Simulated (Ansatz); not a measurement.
Input file:

```yaml
crystal:
  periodic: [false, false, false]
  atoms:
    - {symbol: C, position_ang: [0.000000, 0.000000, 1.813037]}
    - {symbol: Ge, position_ang: [0.000000, 0.000000, -0.097202]}
    - {symbol: O, position_ang: [0.000000, 0.000000, -1.715835]}
basis:
  gaussian: {orbitals: cc-pVDZ}
magnetization: {spin_polarized: true, initial_magnetization: 2}
correlation: {method: ccsd, electrons: outside_noble_gas}
accuracy: high
output: {forces: true}
```

```sh
$ ansatz run in.yaml --threads 1 --pin off --events-out ev --progress --plain --max-ram 2393MiB
```

(1) Roughly how long does this take on 1 thread of Arm Neoverse V1, shared host, and how much host memory?

```
1076 factors; integrals over basis functions are off by at most 4.4e-9 eV
mean field evaluation 1: about -59529.7904 eV, gradient 3.2e1 eV
mean field evaluation 2: about -59529.8041 eV, gradient 3.2e1 eV
mean field evaluation 4: about -59534.7778 eV, gradient 2.8e0 eV
mean field evaluation 8: about -59534.8975 eV, gradient 2.0e-1 eV
mean field evaluation 16: about -59525.4515 eV, gradient 4.7e1 eV
mean field evaluation 32: about -59532.3417 eV, gradient 2.2e-8 eV
mean field evaluation 64: about -59534.3806 eV, gradient 4.7e0 eV
mean field evaluation 96: about -59534.7670 eV, gradient 3.0e0 eV
mean field evaluation 128: about -59530.3484 eV, gradient 9.4e0 eV
mean field evaluation 160: about -59530.8037 eV, gradient 1.3e-1 eV
...
mean field -59534.89996956 eV, -2187.8672196767 hartree, gradient 7.1e-8 eV, S^2 2.034013; 14 other end points of the search recorded, 0 dependent functions left out
determinant -59534.89996956 eV, -2187.8672196767 hartree, with singles and doubles -59545.20450736 eV, -2188.2459044563 hartree
determinant -59533.13251364 eV, -2187.8022668698 hartree, with singles and doubles -59543.07817307 eV, -2188.1677631124 hartree
determinant -59532.47306711 eV, -2187.7780326569 hartree, with singles and doubles -59543.36469848 eV, -2188.1782927270 hartree
determinant -59532.34173260 eV, -2187.7732062027 hartree, with singles and doubles -59541.67955295 eV, -2188.1163647711 hartree
determinant -59532.15282087 eV, -2187.7662638244 hartree, with singles and doubles -59541.74804544 eV, -2188.1188818235 hartree
determinant -59531.85175612 eV, -2187.7551998990 hartree, with singles and doubles -59541.78841796 eV, -2188.1203654863 hartree
determinant -59531.53885287 eV, -2187.7437009167 hartree, with singles and doubles -59541.68030790 eV, -2188.1163925147 hartree
determinant -59531.45673752 eV, -2187.7406832333 hartree, with singles and doubles -59541.83436038 eV, -2188.1220538391 hartree
16 core orbitals not correlated: weight in the atoms' cores, before any rotation towards them, 0.986 or more for the frozen orbitals, at most 0.012 for the correlated occupied ones
reference -59534.89996956 eV, -2187.8672196767 hartree; 8, 6 occupied and 31, 33 virtual orbitals, 1076 factors
second order -9.94484051 eV of doubles, -0.00000000 eV of singles
...
cycle  13  -10.30701140 eV  change   -3.1e-7 eV  update   2.4e-7
cycle  14  -10.30701141 eV  change   -9.0e-9 eV  update   1.2e-7
cycle  15  -10.30701145 eV  change   -3.9e-8 eV  update   6.3e-8
cycle  16  -10.30701164 eV  change   -1.9e-7 eV  update   1.3e-7
cycle  17  -10.30701161 eV  change    2.9e-8 eV  update   5.4e-8
cycle  18  -10.30701169 eV  change   -8.5e-8 eV  update   3.0e-8
cycle  19  -10.30701169 eV  change    5.4e-9 eV  update   1.4e-8
cycle  20  -10.30701169 eV  change   -6.0e-9 eV  update   5.7e-9
cycle  21  -10.30701170 eV  change   -1.3e-9 eV  update   2.5e-9
cycle  22  -10.30701170 eV  change   5.5e-10 eV  update   1.3e-9
WARN: the results are in doubt because among natural orbitals full CI differs from the method by -0.229 eV
the calculation of the forces begins
Total energy: -59545.20698126 eV, -2188.2459953702 hartree
Atom 0 at     0.000000     0.000000     1.813037 Å, force    -0.000000    -0.000000     0.765182 eV/Å
Atom 1 at     0.000000     0.000000    -0.097202 Å, force    -0.000000    -0.000000     0.295307 eV/Å
Atom 2 at     0.000000     0.000000    -1.715835 Å, force     0.000000     0.000000    -1.060490 eV/Å
Dipole moment:    -0.000000     0.000000     0.097224 e Å
In doubt: among natural orbitals full CI differs from the method by -0.229 eV
```

Forces (eV/Å):
```
C    0.000  0.000  0.765
Ge   0.000  0.000  0.295
O    0.000  0.000 -1.060
```

## Answers

(1) 35 s wall and 0.24 GiB.
